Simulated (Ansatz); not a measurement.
**Which is lower?**

Two isomers of C2H4Al, doublet, relaxed at PBE0-D4/def2-TZVP (vibrations not checked).

A:

```xyz
7
angstrom
C -0.5667 -0.1490 0.2511
C 0.6259 0.4462 0.3446
Al -0.6589 -2.0718 0.5830
H 0.7575 -2.7414 0.9430
H -1.4210 0.4755 -0.0060
H 0.7701 1.5132 0.1760
H 1.5262 -0.1112 0.5972
```

B:

C1  (1.059, 0.342, 0.956)
C2  (0.120, 0.039, 0.109)
Al3  (-1.247, -0.402, -1.125)
H4  (-1.484, 0.557, -2.360)
H5  (-2.096, -1.712, -0.871)
H6  (0.873, 0.967, 1.832)
H7  (2.086, -0.012, 0.839)
(Å)

Program: Ansatz 0.2.0. Basis: def2-TZVPP. Cores are frozen in the correlated methods; orbitals are unrestricted. B3LYP uses VWN-RPA correlation.

Which structure is lower at CCSD(T), and by how much? (Judge from chemistry; the value comes from the calculation.)

The calculation gives: A, by 12.82 kcal/mol (electronic energy, against the other). By their contacts, A is C₂H₄Al ([CH2][CH][AlH]) and B is C₂H₄Al ([CH2][C][AlH2]).

All methods give the same order:

| method | E(B) − E(A) (kcal/mol) |
| --- | --- |
| PBE-D4 | 14.05 |
| r2SCAN-D4 | 11.01 |
| PBE0-D4 | 13.97 |
| B3LYP-D4 | 11.39 |
| wB97M-V | 10.42 |
| HF | 7.17 |
| MP2 | 20.01 |
| CCSD | 11.84 |
| CCSD(T) | 12.82 |

The T1 diagnostic stays at or below 0.035. ⟨S²⟩ of the unrestricted Hartree–Fock references: 0.78 to 0.90 (a pure state has 0.75). The unrestricted reference is spin-contaminated, which hurts MP2 most.

Labels in which every atom is bracketed show which atoms are joined, not bond orders.
